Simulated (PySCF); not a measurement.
Dipole moment and polarisability of 3-buten-2-ol

Compound: 3-buten-2-ol, C4H8O.
Structure used (PBE0-D3(BJ)/def2-SVP), in Å, numbered top down from 1:
```xyz
13
C4H8O angstrom
C      1.7487   -1.3791   -0.0449
C      0.5947   -1.2779   -0.7035
C     -0.3241   -0.0866   -0.6300
C     -1.7735   -0.5104   -0.4204
O      0.0823    0.8547    0.3289
H      2.3766   -2.2695   -0.1277
H      2.1057   -0.5582    0.5840
H      0.2611   -2.0976   -1.3515
H     -0.2594    0.4449   -1.5979
H     -2.1148   -1.1906   -1.2157
H     -2.4276    0.3731   -0.4092
H     -1.8843   -1.0389    0.5412
H      0.0371    0.4225    1.1904
```

Level: CAM-B3LYP/def2-SVPD (PySCF), static field, nuclei fixed, core orbitals frozen in the response. The polarisability tensor in these axes (au):

```
x   65.22 -4.79  6.17
y   -4.79 51.35  1.49
z    6.17  1.49 50.49
```

Task: Diagonalise the tensor; give its mean and Δα, where Δα² is half the sum of the squared differences of the eigenvalues.

Result: Principal values 46.16, 52.47 and 68.42 au; mean 55.68 au = 8.25 Å³ = 9.18 × 10⁻⁴⁰ C²·m²/J; Δα = 19.87 au (36 % of the mean).

Task: What is the dipole moment, and where does it point?

Result: (-0.71, -1.46, 0.08) D, 1.62 D in size, pointing from the negative to the positive side. Measured along this direction, the outermost atoms are O5 at the negative end and H10 at the positive end.

Task: Give the eigenvalues of the traceless quadrupole moment Θ = ½Σq(3rr − r²1), origin at the centre of nuclear charge.

Result: -5.03, 0.29, 4.73 D·Å. The values depend on the origin, since the dipole doesn't vanish. The electronic extent ⟨r²⟩ about the same centre is 464 bohr², a root-mean-square distance of 1.80 Å for the 40 electrons.

Task: Rayleigh depolarisation ratio (linearly polarised light, static tensor)?

Result: ρ = 3Δα²/(45ᾱ² + 4Δα²) = 1184.4/(139535 + 1579.2) = 0.00839.

Task: What would n − 1 = 2πNα be for an ideal gas of these molecules at 350 K and 1 atm, electronic part alone?

Result: N = p/kT = 2.0968 × 10¹⁹ cm⁻³, so n − 1 = 2π × N × 8.25 × 10⁻²⁴ cm³ = 1087 × 10⁻⁶ at long wavelengths, for an ideal gas.

Task: Orientational against electronic polarisability at 298 K (dilute gas, rigid molecules)?

Result: In Gaussian units μ²/3kT = 21.36 Å³ against 8.25 Å³, a ratio of 2.59; the Debye molar polarisation (4π/3)N_A(α + μ²/3kT) is 74.7 cm³/mol, leaving out the vibrational part.

Task: Give the principal axes and the span of the nuclei along them.

Result: Largest value along (0.93, -0.23, 0.30), where the nuclei span 5.15 Å; middle along (0.00, 0.79, 0.61), 3.55 Å; least along (-0.38, -0.56, 0.74), 3.02 Å. The response follows the extents in order.

The structure is a single PBE0-D3(BJ)/def2-SVP conformer in the gas phase; no vibrational or solvent corrections.
